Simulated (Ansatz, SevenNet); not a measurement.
Ladder of methods for the elastic constant C12 of grey tin (α-Sn)

Reference value: 29.3 GPa (measured, low temperature, no zero-point or thermal correction; as tabulated in Tanner et al. (2021), arXiv:2110.11888).

```tsv
level (code)	value (GPa)	cell (Å³/atom)	difference (%)
SevenNet-0 (SevenNet)	30.0	36.64	+2.4
SevenNet-l3i5 (SevenNet)	22.6	36.82	-23
LDA (Ansatz)	34.1	33.89	+16.4
PBE (Ansatz)	26.1	36.84	-10.9
PBEsol (Ansatz)	31.4	34.94	+7.2
r²SCAN (Ansatz)	31.0	35.38	+5.8
```

Nearest, and too close to rank with a margin of 5.0 % (twice that across the reference) picked here for doubts on the reference and the settings, and for temperature and zero-point motion: SevenNet-0 (+2.4 %), r²SCAN (+5.8 %), PBEsol (+7.2 %), PBE (-10.9 %). SevenNet-l3i5 (-23 %) misses by most. Within 20 %: SevenNet-0, LDA, PBE, PBEsol, r²SCAN.

The reference has no zero-point or thermal correction, while the calculations are for a static lattice, so the differences are not the levels' errors alone.  LDA, PBE, PBEsol, r²SCAN: the solid has no gap at this level, which affects its response. Each level is taken at its own relaxed cell. Cutoffs differ between the levels. Ansatz's density-functional and Hartree–Fock values are scalar-relativistic unless marked +SOC, with PAW data made under PBE.

Machine-learned potentials (SevenNet-0, SevenNet-l3i5) are trained on DFT data, which may include these solids.

Differences are worked out from the printed values.

Ansatz is a first-principles code.
